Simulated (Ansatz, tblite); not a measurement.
**The cluster Ru3+: rung by rung, part 1 of 2**

Aim: run the doublet of the cluster Ru3+ at one geometry on many levels, and compare frontier levels, spin and run time.

Computed with Ansatz 0.2.0, Gaussian basis. Level: as each input shows.

Plan: GFN1-xTB, GFN2-xTB, PBE-D4/def2-TZVP, r2SCAN-D4/def2-TZVP, HF/def2-TZVP, ωB97X-V/def2-TZVP, LDA/def2-TZVP, B3LYP-D4/def2-TZVP, HSE06-D4/def2-TZVP, PBE+5HF/def2-TZVP, PBE+10HF/def2-TZVP, PBE+15HF/def2-TZVP, PBE+35HF/def2-TZVP, PBE+50HF/def2-TZVP, PBE-D4/def2-SVP, PBE0-D4/def2-SVP, RPA/def2-TZVP.

9 further runs of the same task are left out: 1 for a known fault of the program, 2 that didn't finish, 6 set aside as unsound or not needed.

**1. The relaxed structure**

The doublet was relaxed beforehand with PBE-D4/def2-TZVP. At that level it is the lowest of the isomers that a small search found.

3 atoms, charge 1, spin multiplicity 2.

Bond lengths: Ru1–Ru2 2.218 Å, Ru1–Ru3 2.224 Å, Ru2–Ru3 2.732 Å. Angles: Ru2–Ru1–Ru3 75.9°, Ru1–Ru2–Ru3 52.1°, Ru1–Ru3–Ru2 51.9°.

Ru takes a core potential in the def2 sets. No spin-orbit coupling is included. The ion is computed in the gas phase, without counter-ions or solvent.

PBE0-D4/def2-TZVP was run before; its log isn't repeated, and its numbers join the tables.

**2. GFN1-xTB**

Tight binding, by tblite at 300 K electronic temperature and without a spin-polarisation term:

```python
tblite.interface.Calculator('GFN1-xTB', numbers, positions, charge=1, uhf=1).singlepoint()
```

Energy -260.6169 eV; 0.01 s.

**3. GFN2-xTB**

Tight binding, by tblite at 300 K electronic temperature and without a spin-polarisation term:

```python
tblite.interface.Calculator('GFN2-xTB', numbers, positions, charge=1, uhf=1).singlepoint()
```

Energy -238.0096 eV; 0.019 s.

**4. PBE-D4/def2-TZVP**

start.molden holds the orbitals of an earlier run on this state, given as this run's starting guess.

The input, in.yaml:

```yaml
crystal:
  periodic: [false, false, false]
  atoms:
    - {symbol: Ru, position_ang: [-0.318699, -0.062298, 0.292932]}
    - {symbol: Ru, position_ang: [-0.700334, 0.053478, 2.474383]}
    - {symbol: Ru, position_ang: [-2.450167, -0.660980, 0.501585]}
basis:
  gaussian: {orbitals: def2-TZVP, initial_orbitals: start.molden}
total_charge: 1
magnetization: {spin_polarized: true, initial_magnetization: 1}
hamiltonian: {xc: pbe, dispersion: d4}
scf: {omitted_lower_state_checks: [starts]}
output: {orbitals: {seedname: orbitals}}
```

Command:

```console
$ ansatz run in.yaml --threads 4 --pin off --events-out ev --progress --plain --max-ram 3916MiB
```

The program printed:

```text
Functional definition: PBE
  name "PBE"
  cite "Perdew, Burke & Ernzerhof, Phys. Rev. Lett. 77, 3865 (1996) doi:10.1103/PhysRevLett.77.3865"
  parent pbe
  parameter kappa = 0.804
  parameter beta = 0.06672455060314922
  exchange = pbe_x(kappa = kappa, mu = beta*pi^2/3)
  correlation = pbe_c(beta = beta)
these checks for a lower state are left out or cut short: starts
1062 factors; their error is unknown
mean field evaluation 1: about -7740.4590 eV, gradient 4.6e0 eV
mean field evaluation 2: about -7740.9157 eV, gradient 1.5e0 eV
mean field evaluation 4: about -7741.0093 eV, gradient 1.1e-1 eV
mean field evaluation 8: about -7741.0028 eV, gradient 1.4e-4 eV
mean field evaluation 16: about -7741.0028 eV, gradient 6.5e-5 eV
mean field -7741.00275786 eV, -284.4766043111 hartree, gradient 7.5e-6 eV, S^2 3.239014; 0 other end points of the search recorded, 0 dependent functions left out
reference -7741.00280960 eV, -284.4766062126 hartree; 24, 23 occupied and 96, 97 virtual orbitals, 1062 factors
Total energy: -7741.13138268 eV, -284.4813311861 hartree
Checks for a lower state left out: starts
```

Run time: 6.5 s. Hardware: 4 threads of Intel Xeon at 2.50GHz, shared host.

HOMO -9.62 eV, LUMO -9.10 eV (over both spins); ⟨S²⟩ 3.239 (pure: 0.75). Doubts: spin contamination.

**5. r2SCAN-D4/def2-TZVP**

Changes to in.yaml since step 4:

```diff
@@ -10,3 +10,3 @@
 magnetization: {spin_polarized: true, initial_magnetization: 1}
-hamiltonian: {xc: pbe, dispersion: d4}
+hamiltonian: {xc: r2scan, dispersion: d4}
 scf: {omitted_lower_state_checks: [starts]}
```

Same command.

The program printed:

```text
Functional definition: r2SCAN
  name "r2SCAN"
  cite "Furness, Kaplan, Ning, Perdew & Sun, J. Phys. Chem. Lett. 11, 8208 (2020) doi:10.1021/acs.jpclett.0c02405"
  cite "Furness, Kaplan, Ning, Perdew & Sun, J. Phys. Chem. Lett. 11, 9248 (2020) doi:10.1021/acs.jpclett.0c03077"
  parent r2scan
  parameter k0 = 0.174
  parameter k1 = 0.065
  parameter a1 = 4.9479
  exchange = r2scan_x(k0 = k0, k1 = k1, a1 = a1)
  correlation = r2scan_c
these checks for a lower state are left out or cut short: starts
1062 factors; their error is unknown
mean field evaluation 1: about -7741.4114 eV, gradient 3.4e0 eV
mean field evaluation 2: about -7741.5636 eV, gradient 5.1e-1 eV
mean field evaluation 4: about -7741.5686 eV, gradient 1.4e-1 eV
mean field evaluation 8: about -7741.5691 eV, gradient 4.4e-5 eV
mean field evaluation 16: about -7741.5691 eV, gradient 6.0e-6 eV
mean field -7741.56905504 eV, -284.4974153488 hartree, gradient 6.0e-6 eV, S^2 3.682358; 0 other end points of the search recorded, 0 dependent functions left out
reference -7741.56908110 eV, -284.4974163064 hartree; 24, 23 occupied and 96, 97 virtual orbitals, 1062 factors
Total energy: -7741.59028821 eV, -284.4981956532 hartree
Checks for a lower state left out: starts
```

Wall time 17 s (4 threads of Intel Xeon at 2.50GHz, shared host).

From the report: HOMO -9.71 eV, LUMO -8.58 eV (over both spins); ⟨S²⟩ 3.682 (pure: 0.75). Doubts: spin contamination.

**6. HF/def2-TZVP**

Changes to in.yaml since step 5:

```diff
@@ -10,3 +10,3 @@
 magnetization: {spin_polarized: true, initial_magnetization: 1}
-hamiltonian: {xc: r2scan, dispersion: d4}
+hamiltonian: {xc: hf}
 scf: {omitted_lower_state_checks: [starts]}
```

Launched as before.

The program printed:

```text
Functional definition: HF
  name "HF"
  cite "Fock, Z. Phys. 61, 126 (1930) doi:10.1007/BF01340294"
  parent pbe
  exchange = exact_x
  correlation = 0
these checks for a lower state are left out or cut short: starts
1431 factors; their error is unknown
mean field evaluation 1: about -7671.8935 eV, gradient 1.2e1 eV
mean field evaluation 2: about -7674.3633 eV, gradient 3.5e0 eV
mean field evaluation 4: about -7674.8422 eV, gradient 1.3e0 eV
mean field evaluation 8: about -7674.9964 eV, gradient 3.2e-1 eV
mean field evaluation 16: about -7675.2032 eV, gradient 4.3e-1 eV
mean field evaluation 32: about -7675.2089 eV, gradient 2.4e-5 eV
mean field -7675.20887618 eV, -282.0587237561 hartree, gradient 7.2e-6 eV, S^2 4.701784; 2 other end points of the search recorded, 0 dependent functions left out
reference -7675.20887618 eV, -282.0587237561 hartree; 24, 23 occupied and 96, 97 virtual orbitals, 1431 factors
Total energy: -7675.20887618 eV, -282.0587237561 hartree
Checks for a lower state left out: starts
```

It took 25 s on 4 threads of Intel Xeon at 2.50GHz, shared host.

From the report: HOMO -12.20 eV, LUMO -4.13 eV (over both spins); ⟨S²⟩ 4.702 (pure: 0.75); the next solution that the search met lies 0.006 eV higher. Doubts: spin contamination.

**7. ωB97X-V/def2-TZVP**

Changes to in.yaml since step 6:

```diff
@@ -10,3 +10,3 @@
 magnetization: {spin_polarized: true, initial_magnetization: 1}
-hamiltonian: {xc: hf}
+hamiltonian: {xc: {name: wB97X-V}}
 scf: {omitted_lower_state_checks: [starts]}
```

The command is unchanged.

The program printed:

```text
Functional definition: wB97X-V
  name "wB97X-V"
  cite "Mardirossian & Head-Gordon, Phys. Chem. Chem. Phys. 16, 9904 (2014) doi:10.1039/C3CP54374A"
  cite "Becke, J. Chem. Phys. 107, 8554 (1997) doi:10.1063/1.475007"
  cite "Vydrov & Van Voorhis, J. Chem. Phys. 133, 244103 (2010) doi:10.1063/1.3521275"
  parameter omega = 0.3/bohr
  parameter cx = 0.167
  parameter cx1 = 0.603
  parameter cx2 = 1.194
  parameter css0 = 0.556
  parameter css1 = -0.257
  parameter cos0 = 1.219
  parameter cos1 = -1.850
  parameter b = 6.0
  parameter c = 0.01
  exchange = spin_sum(e_x_unif_sr(omega)*poly(b97_u_x, 1 - cx, cx1, cx2)) + cx*exact_x_sr(omega) + exact_x_lr(omega)
  correlation = spin_sum(e_c_pw_same_spin*poly(b97_u_same, css0, css1))
      + integral(e_c_pw_opposite_spin*poly(b97_u_opposite, cos0, cos1)) + vv10(b, c)
these checks for a lower state are left out or cut short: starts
1095 factors; their error is unknown
240 factors; integrals over basis functions are off by at most 2.2e-5 eV
mean field evaluation 1: about -7732.4667 eV, gradient 3.4e0 eV
mean field evaluation 2: about -7732.5776 eV, gradient 2.5e-1 eV
mean field evaluation 4: about -7732.6029 eV, gradient 3.4e-2 eV
mean field evaluation 8: about -7732.6029 eV, gradient 2.8e-5 eV
mean field evaluation 16: about -7732.6029 eV, gradient 8.5e-6 eV
mean field -7732.60286751 eV, -284.1679140345 hartree, gradient 8.5e-6 eV, S^2 3.984038; 0 other end points of the search recorded, 0 dependent functions left out
reference -7732.60286570 eV, -284.1679139681 hartree; 24, 23 occupied and 96, 97 virtual orbitals, 1095 factors
Total energy: -7732.60286570 eV, -284.1679139681 hartree
Checks for a lower state left out: starts
```

Run time: 54 s. Hardware: 4 threads of Intel Xeon at 2.50GHz, shared host; peak memory 0.73 GiB.

From the report: HOMO -12.66 eV, LUMO -5.36 eV (over both spins); ⟨S²⟩ 3.984 (pure: 0.75). Doubts: spin contamination.

**8. LDA/def2-TZVP**

Changes to in.yaml since step 7:

```diff
@@ -10,3 +10,3 @@
 magnetization: {spin_polarized: true, initial_magnetization: 1}
-hamiltonian: {xc: {name: wB97X-V}}
+hamiltonian: {xc: lda}
 scf: {omitted_lower_state_checks: [starts]}
```

Launched as before.

The program printed:

```text
Functional definition: SPW92
  name "SPW92"
  cite "Dirac, Proc. Camb. Phil. Soc. 26, 376 (1930) doi:10.1017/S0305004100016108"
  cite "Slater, Phys. Rev. 81, 385 (1951) doi:10.1103/PhysRev.81.385"
  cite "Perdew & Wang, Phys. Rev. B 45, 13244 (1992) doi:10.1103/PhysRevB.45.13244"
  exchange = slater_x
  correlation = pw_c
these checks for a lower state are left out or cut short: starts
1062 factors; their error is unknown
mean field evaluation 1: about -7724.2005 eV, gradient 6.8e0 eV
mean field evaluation 2: about -7724.9789 eV, gradient 2.1e0 eV
mean field evaluation 4: about -7725.2138 eV, gradient 4.8e-1 eV
mean field evaluation 8: about -7725.2087 eV, gradient 1.3e-3 eV
mean field evaluation 16: about -7725.2087 eV, gradient 8.3e-6 eV
mean field -7725.20870894 eV, -283.8961837190 hartree, gradient 2.5e-6 eV, S^2 2.956020; 0 other end points of the search recorded, 0 dependent functions left out
reference -7725.20875748 eV, -283.8961855029 hartree; 24, 23 occupied and 96, 97 virtual orbitals, 1062 factors
Total energy: -7725.20875748 eV, -283.8961855029 hartree
Checks for a lower state left out: starts
```

Wall time 2.6 s (4 threads of Intel Xeon at 2.50GHz, shared host).

HOMO -9.76 eV, LUMO -9.59 eV (over both spins); ⟨S²⟩ 2.956 (pure: 0.75). Doubts: spin contamination.

**9. B3LYP-D4/def2-TZVP**

Changes to in.yaml since step 8:

```diff
@@ -10,3 +10,3 @@
 magnetization: {spin_polarized: true, initial_magnetization: 1}
-hamiltonian: {xc: lda}
+hamiltonian: {xc: {name: B3LYP}, dispersion: d4}
 scf: {omitted_lower_state_checks: [starts]}
```

The command is unchanged.

The program printed:

```text
Functional definition: B3LYP
  name "B3LYP"
  cite "Stephens, Devlin, Chabalowski & Frisch, J. Phys. Chem. 98, 11623 (1994) doi:10.1021/j100096a001"
  cite "Becke, Phys. Rev. A 38, 3098 (1988) doi:10.1103/PhysRevA.38.3098"
  cite "Lee, Yang & Parr, Phys. Rev. B 37, 785 (1988) doi:10.1103/PhysRevB.37.785"
  cite "Vosko, Wilk & Nusair, Can. J. Phys. 58, 1200 (1980) doi:10.1139/p80-159"
  parameter a0 = 0.2
  parameter ax = 0.72
  parameter ac = 0.81
  exchange = (1 - a0 - ax)*slater_x + ax*b88_x + a0*exact_x
  correlation = (1 - ac)*vwn_rpa_c + ac*lyp_c
these checks for a lower state are left out or cut short: starts
1134 factors; their error is unknown
mean field evaluation 1: about -7740.1145 eV, gradient 3.7e0 eV
mean field evaluation 2: about -7740.1831 eV, gradient 1.5e-1 eV
mean field evaluation 4: about -7740.2185 eV, gradient 3.0e-2 eV
mean field evaluation 8: about -7740.2185 eV, gradient 2.1e-5 eV
mean field -7740.21852031 eV, -284.4477841128 hartree, gradient 5.5e-6 eV, S^2 3.720373; 0 other end points of the search recorded, 0 dependent functions left out
reference -7740.21874681 eV, -284.4477924365 hartree; 24, 23 occupied and 96, 97 virtual orbitals, 1134 factors
Total energy: -7740.43545773 eV, -284.4557564161 hartree
Checks for a lower state left out: starts
```

It took 14 s on 4 threads of Intel Xeon at 2.50GHz, shared host.

Report: HOMO -10.57 eV, LUMO -8.03 eV (over both spins); ⟨S²⟩ 3.720 (pure: 0.75). Doubts: spin contamination.

**10. HSE06-D4/def2-TZVP**

Changes to in.yaml since step 9:

```diff
@@ -10,3 +10,3 @@
 magnetization: {spin_polarized: true, initial_magnetization: 1}
-hamiltonian: {xc: {name: B3LYP}, dispersion: d4}
+hamiltonian: {xc: hse06, dispersion: d4}
 scf: {omitted_lower_state_checks: [starts]}
```

Launched as before.

The program printed:

```text
Functional definition: HSE06
  name "HSE06"
  cite "Heyd, Scuseria & Ernzerhof, J. Chem. Phys. 118, 8207 (2003) doi:10.1063/1.1564060"
  cite "Krukau, Vydrov, Izmaylov & Scuseria, J. Chem. Phys. 125, 224106 (2006) doi:10.1063/1.2404663"
  cite "Heyd & Scuseria, J. Chem. Phys. 120, 7274 (2004) doi:10.1063/1.1668634"
  cite "Ernzerhof & Perdew, J. Chem. Phys. 109, 3313 (1998) doi:10.1063/1.476928"
  cite "Perdew, Burke & Ernzerhof, Phys. Rev. Lett. 77, 3865 (1996) doi:10.1103/PhysRevLett.77.3865"
  parent pbe
  parameter a = 0.25
  parameter omega = 0.11/bohr
  # The whole range is PBE's own exchange, as in plane waves. The composition of these papers is wPBEh.
  exchange = pbe_x - a*pbe_x_sr(omega) + a*exact_x_sr(omega)
  correlation = pbe_c
these checks for a lower state are left out or cut short: starts
1134 factors; their error is unknown
72 factors; integrals over basis functions are off by at most 1.9e-5 eV
mean field evaluation 1: about -7736.4734 eV, gradient 1.6e-1 eV
mean field evaluation 2: about -7736.5161 eV, gradient 1.6e-1 eV
mean field evaluation 4: about -7736.5165 eV, gradient 1.3e-3 eV
mean field evaluation 8: about -7736.5165 eV, gradient 2.0e-5 eV
mean field -7736.51648584 eV, -284.3117368553 hartree, gradient 3.0e-6 eV, S^2 3.890412; 0 other end points of the search recorded, 0 dependent functions left out
reference -7736.51653608 eV, -284.3117387019 hartree; 24, 23 occupied and 96, 97 virtual orbitals, 1134 factors
Total energy: -7736.62331985 eV, -284.3156629329 hartree
Checks for a lower state left out: starts
```

Run time: 13 s. Hardware: 4 threads of Intel Xeon at 2.50GHz, shared host.

Report: HOMO -10.26 eV, LUMO -7.96 eV (over both spins); ⟨S²⟩ 3.890 (pure: 0.75). Doubts: spin contamination.

**11. PBE+5HF/def2-TZVP**

Changes to in.yaml since step 10:

```diff
@@ -10,3 +10,3 @@
 magnetization: {spin_polarized: true, initial_magnetization: 1}
-hamiltonian: {xc: hse06, dispersion: d4}
+hamiltonian: {xc: {text: "exchange = 0.95*pbe_x + 0.05*exact_x\ncorrelation = pbe_c"}}
 scf: {omitted_lower_state_checks: [starts]}
```

Launched as before.

The program printed:

```text
Functional definition: unnamed
  exchange = 0.95*pbe_x + 0.05*exact_x
  correlation = pbe_c
these checks for a lower state are left out or cut short: starts
1062 factors; their error is unknown
mean field evaluation 1: about -7739.6615 eV, gradient 3.6e0 eV
mean field evaluation 2: about -7739.9456 eV, gradient 1.0e0 eV
mean field evaluation 4: about -7739.9930 eV, gradient 3.9e-2 eV
mean field evaluation 8: about -7739.9958 eV, gradient 1.8e-5 eV
mean field evaluation 16: about -7739.9958 eV, gradient 1.9e-6 eV
mean field -7739.99581170 eV, -284.4395997223 hartree, gradient 1.9e-6 eV, S^2 3.424140; 0 other end points of the search recorded, 0 dependent functions left out
reference -7739.99586059 eV, -284.4396015189 hartree; 24, 23 occupied and 96, 97 virtual orbitals, 1062 factors
Total energy: -7739.99586059 eV, -284.4396015189 hartree
Checks for a lower state left out: starts
```

Wall time 11 s (4 threads of Intel Xeon at 2.50GHz, shared host).

From the report: HOMO -9.88 eV, LUMO -8.79 eV (over both spins); ⟨S²⟩ 3.424 (pure: 0.75). Doubts: spin contamination.

**12. PBE+10HF/def2-TZVP**

Changes to in.yaml since step 11:

```diff
@@ -10,3 +10,3 @@
 magnetization: {spin_polarized: true, initial_magnetization: 1}
-hamiltonian: {xc: {text: "exchange = 0.95*pbe_x + 0.05*exact_x\ncorrelation = pbe_c"}}
+hamiltonian: {xc: {text: "exchange = 0.90*pbe_x + 0.10*exact_x\ncorrelation = pbe_c"}}
 scf: {omitted_lower_state_checks: [starts]}
```

Launched as before.

The program printed:

```text
Functional definition: unnamed
  exchange = 0.90*pbe_x + 0.10*exact_x
  correlation = pbe_c
these checks for a lower state are left out or cut short: starts
1062 factors; their error is unknown
mean field evaluation 1: about -7738.8639 eV, gradient 2.7e0 eV
mean field evaluation 2: about -7739.0248 eV, gradient 4.6e-1 eV
mean field evaluation 4: about -7739.0513 eV, gradient 1.6e-1 eV
mean field evaluation 8: about -7739.0519 eV, gradient 6.9e-5 eV
mean field evaluation 16: about -7739.0519 eV, gradient 7.1e-6 eV
mean field -7739.05192473 eV, -284.4049125161 hartree, gradient 7.1e-6 eV, S^2 3.570369; 0 other end points of the search recorded, 0 dependent functions left out
reference -7739.05197077 eV, -284.4049142081 hartree; 24, 23 occupied and 96, 97 virtual orbitals, 1062 factors
Total energy: -7739.05197077 eV, -284.4049142081 hartree
Checks for a lower state left out: starts
```

Run time: 12 s. Hardware: 4 threads of Intel Xeon at 2.50GHz, shared host.

HOMO -10.10 eV, LUMO -8.49 eV (over both spins); ⟨S²⟩ 3.570 (pure: 0.75). Doubts: spin contamination.

**13. PBE+15HF/def2-TZVP**

Changes to in.yaml since step 12:

```diff
@@ -10,3 +10,3 @@
 magnetization: {spin_polarized: true, initial_magnetization: 1}
-hamiltonian: {xc: {text: "exchange = 0.90*pbe_x + 0.10*exact_x\ncorrelation = pbe_c"}}
+hamiltonian: {xc: {text: "exchange = 0.85*pbe_x + 0.15*exact_x\ncorrelation = pbe_c"}}
 scf: {omitted_lower_state_checks: [starts]}
```

Launched as before.

The program printed:

```text
Functional definition: unnamed
  exchange = 0.85*pbe_x + 0.15*exact_x
  correlation = pbe_c
these checks for a lower state are left out or cut short: starts
1095 factors; their error is unknown
mean field evaluation 1: about -7738.0663 eV, gradient 1.8e0 eV
mean field evaluation 2: about -7738.1364 eV, gradient 2.3e-1 eV
mean field evaluation 4: about -7738.1622 eV, gradient 5.4e-2 eV
mean field evaluation 8: about -7738.1622 eV, gradient 2.1e-5 eV
mean field -7738.16221289 eV, -284.3722162090 hartree, gradient 3.7e-6 eV, S^2 3.696426; 0 other end points of the search recorded, 0 dependent functions left out
reference -7738.16225612 eV, -284.3722177977 hartree; 24, 23 occupied and 96, 97 virtual orbitals, 1095 factors
Total energy: -7738.16225612 eV, -284.3722177977 hartree
Checks for a lower state left out: starts
```

Run time: 12 s. Hardware: 4 threads of Intel Xeon at 2.50GHz, shared host.

From the report: HOMO -10.26 eV, LUMO -8.16 eV (over both spins); ⟨S²⟩ 3.696 (pure: 0.75). Doubts: spin contamination.

**14. PBE+35HF/def2-TZVP**

Changes to in.yaml since step 13:

```diff
@@ -10,3 +10,3 @@
 magnetization: {spin_polarized: true, initial_magnetization: 1}
-hamiltonian: {xc: {text: "exchange = 0.85*pbe_x + 0.15*exact_x\ncorrelation = pbe_c"}}
+hamiltonian: {xc: {text: "exchange = 0.65*pbe_x + 0.35*exact_x\ncorrelation = pbe_c"}}
 scf: {omitted_lower_state_checks: [starts]}
```

The command is unchanged.

The program printed:

```text
Functional definition: unnamed
  exchange = 0.65*pbe_x + 0.35*exact_x
  correlation = pbe_c
these checks for a lower state are left out or cut short: starts
1254 factors; their error is unknown
mean field evaluation 1: about -7734.8760 eV, gradient 1.8e0 eV
mean field evaluation 2: about -7734.9366 eV, gradient 1.4e-1 eV
mean field evaluation 4: about -7735.0006 eV, gradient 2.1e-3 eV
mean field evaluation 8: about -7735.0006 eV, gradient 1.8e-5 eV
mean field -7735.00064564 eV, -284.2560307554 hartree, gradient 6.8e-6 eV, S^2 4.060993; 0 other end points of the search recorded, 0 dependent functions left out
reference -7735.00067793 eV, -284.2560319420 hartree; 24, 23 occupied and 96, 97 virtual orbitals, 1254 factors
Total energy: -7735.00067793 eV, -284.2560319420 hartree
Checks for a lower state left out: starts
```

Wall time 16 s (4 threads of Intel Xeon at 2.50GHz, shared host); peak memory 0.56 GiB.

HOMO -11.05 eV, LUMO -7.02 eV (over both spins); ⟨S²⟩ 4.061 (pure: 0.75). Doubts: spin contamination.

**15. PBE+50HF/def2-TZVP**

Changes to in.yaml since step 14:

```diff
@@ -10,3 +10,3 @@
 magnetization: {spin_polarized: true, initial_magnetization: 1}
-hamiltonian: {xc: {text: "exchange = 0.65*pbe_x + 0.35*exact_x\ncorrelation = pbe_c"}}
+hamiltonian: {xc: {text: "exchange = 0.50*pbe_x + 0.50*exact_x\ncorrelation = pbe_c"}}
 scf: {omitted_lower_state_checks: [starts]}
```

Launched as before.

The program printed:

```text
Functional definition: unnamed
  exchange = 0.50*pbe_x + 0.50*exact_x
  correlation = pbe_c
these checks for a lower state are left out or cut short: starts
1335 factors; their error is unknown
mean field evaluation 1: about -7732.4833 eV, gradient 4.6e0 eV
mean field evaluation 2: about -7732.8266 eV, gradient 7.2e-1 eV
mean field evaluation 4: about -7732.9321 eV, gradient 1.1e-1 eV
mean field evaluation 8: about -7732.9323 eV, gradient 2.2e-5 eV
mean field -7732.93228877 eV, -284.1800200425 hartree, gradient 7.9e-6 eV, S^2 4.240862; 0 other end points of the search recorded, 0 dependent functions left out
reference -7732.93231312 eV, -284.1800209373 hartree; 24, 23 occupied and 96, 97 virtual orbitals, 1335 factors
Total energy: -7732.93231312 eV, -284.1800209373 hartree
Checks for a lower state left out: starts
```

Wall time 19 s (4 threads of Intel Xeon at 2.50GHz, shared host); peak memory 0.58 GiB.

From the report: HOMO -11.63 eV, LUMO -6.29 eV (over both spins); ⟨S²⟩ 4.241 (pure: 0.75). Doubts: spin contamination.

(Continued in part 2 of 2.)
